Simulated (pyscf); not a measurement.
HO–Si(Cl)(Cl)–Cl + H• → HO–Si•(Cl)–Cl + HCl (atom transfer; doublet surface; Cl–Si broken, Cl–H formed). Optimised with ωB97X-D3(BJ)/def2-SVP in PySCF. Rate constants from transition-state theory, ωB97M-D3(BJ)/def2-TZVP energies (ideal gas, 1 atm, RRHO with modes under 100 cm⁻¹ raised to 100, one conformer, R ln 2 for chiral ones without a mode under 150 cm⁻¹; no tunnelling), k in cm³ molecule⁻¹ s⁻¹.

| T (K) | 1000/T | log10 k |
|---|---|---|
| 298 | 3.354 | -27.83 |
| 600 | 1.667 | -18.92 |
| 900 | 1.111 | ? |
| 1200 | 0.833 | -14.33 |

Fit an Arrhenius line to the three values, give the activation energy, and predict k at 900 K.

Least squares gives log10 k = -9.93 − 5.34 × 1000/T, so Ea = 5.34 × ln 10 × 1.987 = 24.4 kcal/mol, against an electronic barrier of 22.6. At 900 K the line gives -15.86; the computed value is -15.89 (ΔG‡ = 42.2 kcal/mol), close to the line. One saddle was located; it need not be the lowest between these sides. The angle at the transferred Cl is 176°.
